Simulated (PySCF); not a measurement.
## Which determinant of Na2 lies lowest?

Unrestricted PBE0; Na 6-31G(d,p); no relativity (PySCF 2.14). Outer shells of the fragments: Na 3s1; Na 3s1.

Followed along the bond (rough minima from three points):

```
2Ms+1  unpaired  ⟨S²⟩ at the start  R at minimum (Å)  Te (eV)
    1      none               0.00              3.08     0.00
    3  σ ↑, π ↑               2.00              3.11     1.63
    3      σ ↑↑               2.00  none in the scan   ≤ 0.82
```

Solutions found at the starting distance of 3.150 Å, counted from the lowest of them; the search is not exhaustive and high or unbound solutions are not listed, so other states can lie among these:

```json
{"2Ms+1": "1", "unpaired": "none", "term": "¹Σ⁺", "E (eV)": "0.00", "⟨S²⟩": "0.00", "⟨Lz²⟩": "0.00"}
{"2Ms+1": "3", "unpaired": "σ ↑↑", "term": "³Σ⁺", "E (eV)": "0.93", "⟨S²⟩": "2.00", "⟨Lz²⟩": "0.00"}
{"2Ms+1": "3", "unpaired": "σ ↑, π ↑", "term": "³Π", "E (eV)": "1.63", "⟨S²⟩": "2.00", "⟨Lz²⟩": "1.00"}
{"2Ms+1": "1", "unpaired": "σ ↑, π ↓", "term": "mixed", "E (eV)": "1.97", "⟨S²⟩": "1.00", "⟨Lz²⟩": "1.00"}
```

A term symbol is given only where ⟨S²⟩ and ⟨Lz²⟩ are close to those of a pure state; real π, δ and φ orbitals otherwise mix terms, and g/u labels are left off.

Counting both spins, an empty level lies below a filled one in some of these solutions, because spin and occupation are held.
